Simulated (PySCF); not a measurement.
How well do the runs reproduce experiment for anisole?

**Experimental background.**

NIST CCCBDB Release 22 (SRD 101), experimental dipoles lists, for the gas: dipole moment 1.262 D.

NIST CCCBDB Release 22 (SRD 101), experimental polarizabilities lists, for the gas: mean polarisability 13.1 Å³.

The runs below try to reproduce these values; the comparison stands at the end.

Anisole, C₇H₈O.
Numbering: `[CH3:1][O:2][c:3]1[cH:4][cH:5][cH:6][cH:7][cH:8]1` (hydrogens: H9, H10, H11 on C1; H12 on C4; H13 on C5; H14 on C6; H15 on C7; H16 on C8)

Cartesian coordinates in Å at the PBE0-D3(BJ)/def2-SVP level; atoms count from 1:
```xyz
16
C7H8O angstrom
C     -2.4165    0.3774    0.0613
O     -1.3459   -0.3284   -0.4955
C     -0.0941   -0.0580   -0.0706
C      0.9312   -0.8016   -0.6727
C      2.2526   -0.5952   -0.3017
C      2.5770    0.3530    0.6727
C      1.5579    1.0891    1.2679
C      0.2232    0.8933    0.9057
H     -3.3281    0.0034   -0.4223
H     -2.4985    0.2111    1.1504
H     -2.3362    1.4635   -0.1244
H      0.6574   -1.5371   -1.4315
H      3.0415   -1.1820   -0.7790
H      3.6172    0.5137    0.9632
H      1.7954    1.8343    2.0314
H     -0.5559    1.4840    1.3881
```

The PySCF runs (gas phase, on this PBE0-D3(BJ)/def2-SVP geometry; no spin–orbit coupling):

| level | job | basis functions |
| --- | --- | --- |
| PBE0/pcSseg-1 | shieldings, ring-centre shieldings, charges and field gradients | 176 |
| WP04/pcSseg-1 | shieldings, ring-centre shieldings | 176 |
| B97-2/pcSseg-1 | shieldings, ring-centre shieldings | 176 |
| B97-D/pcSseg-1 | shieldings, ring-centre shieldings | 176 |
| HF/pcSseg-1 | shieldings, ring-centre shieldings | 176 |
| PBE0/aug-cc-pVDZ | 10 singlets by full TDDFT, 4 Tamm–Dancoff triplets, polarisability | 256 |
| PBE0/pcSseg-0 | shieldings, charges and field gradients | 88 |
| B3LYP/pcSseg-1 | shieldings | 176 |
| wB97X-D/def2-SVPD | 10 singlets by full TDDFT, 4 Tamm–Dancoff triplets, polarisability, ΔSCF ions | 227 |
| PBE0/6-31+G* | 10 singlets by full TDDFT, 4 Tamm–Dancoff triplets, polarisability | 160 |
| B3LYP/pcJ-1 | spin–spin couplings from 15 perturbed nuclei, spin–dipole term left out | 296 |
| B3LYP/def2-TZVP | spin–spin couplings from 15 perturbed nuclei, spin–dipole term left out | 296 |
| CAM-B3LYP/def2-SVPD | 10 singlets by full TDDFT, 4 Tamm–Dancoff triplets, polarisability, ΔSCF ions | 227 |
| HF/def2-SVPD | 10 singlets by TDHF, 4 Tamm–Dancoff triplets, polarisability, ΔSCF ions | 227 |
| LDA/def2-SVPD | 10 singlets by full TDDFT, 4 Tamm–Dancoff triplets, polarisability, ΔSCF ions | 227 |
| B3LYP/def2-SVPD | 10 singlets by full TDDFT, 4 Tamm–Dancoff triplets, polarisability, ΔSCF ions | 227 |
| LC-wPBE/def2-SVPD | 10 singlets by full TDDFT, 4 Tamm–Dancoff triplets, polarisability, ΔSCF ions | 227 |
| PBE0/def2-SVPD | 10 singlets by full TDDFT, 4 Tamm–Dancoff triplets, polarisability, ΔSCF ions | 227 |
| PBE0/6-31G* | 10 singlets by full TDDFT, 4 Tamm–Dancoff triplets, polarisability | 128 |
| PBE0/def2-SVP | 10 singlets by full TDDFT, 4 Tamm–Dancoff triplets, polarisability | 152 |
| PBE0/def2-TZVP | 10 singlets by full TDDFT, 4 Tamm–Dancoff triplets, polarisability | 296 |

All basis functions are spherical.

**Comparison with experiment**

**Dipole moment.** Measured: 1.262 D (NIST CCCBDB Release 22 (SRD 101), experimental dipoles).

| level | computed (D) | computed − measured (D) | % (from the printed values) |
| --- | --- | --- | --- |
| PBE0/pcSseg-1 | 1.415 | +0.153 | +12 |
| WP04/pcSseg-1 | 1.428 | +0.166 | +13 |
| B97-2/pcSseg-1 | 1.410 | +0.148 | +12 |
| B97-D/pcSseg-1 | 1.416 | +0.154 | +12 |
| HF/pcSseg-1 | 1.436 | +0.174 | +14 |
| PBE0/aug-cc-pVDZ | 1.277 | +0.015 | +1 |
| PBE0/pcSseg-0 | 1.645 | +0.383 | +30 |
| B3LYP/pcSseg-1 | 1.401 | +0.139 | +11 |
| wB97X-D/def2-SVPD | 1.292 | +0.030 | +2 |
| PBE0/6-31+G* | 1.353 | +0.091 | +7 |
| B3LYP/pcJ-1 | 1.389 | +0.127 | +10 |
| B3LYP/def2-TZVP | 1.268 | +0.006 | 0 |

12 of the 34 levels run are shown, the closest and the furthest among them. All 34 levels lie above the measurement. The computed dipoles belong to one fixed geometry; measured ones are averaged over vibrations unless marked μe. Magnitudes are compared, not signs.

**Mean polarisability.** Measured: 13.1 Å³ (NIST CCCBDB Release 22 (SRD 101), experimental polarizabilities).

```tsv
level	computed (Å³)	computed − measured (Å³)	% (from the printed values)
CAM-B3LYP/def2-SVPD	12.71	-0.39	-3
HF/def2-SVPD	12.20	-0.90	-7
LDA/def2-SVPD	13.31	+0.21	+2
B3LYP/def2-SVPD	12.90	-0.20	-2
LC-wPBE/def2-SVPD	12.43	-0.67	-5
PBE0/def2-SVPD	12.77	-0.33	-3
wB97X-D/def2-SVPD	12.74	-0.36	-3
PBE0/6-31+G*	12.30	-0.80	-6
PBE0/6-31G*	10.58	-2.52	-19
PBE0/aug-cc-pVDZ	13.14	+0.04	0
PBE0/def2-SVP	11.13	-1.97	-15
PBE0/def2-TZVP	12.46	-0.64	-5
```

12 of the 14 levels run are shown, the closest and the furthest among them. Closest is PBE0/aug-cc-pVDZ (+0.04 Å³), furthest PBE0/6-31G* (-2.52 Å³); one molecule doesn't rank methods. The computed values are static and purely electronic, with core orbitals frozen in the response (1 au = 0.148185 Å³). The table of measured values doesn't say here whether a value is static or optical, or holds a vibrational part.

The geometry is computed, not the measured one. Where a level misses, the cause wasn't examined.
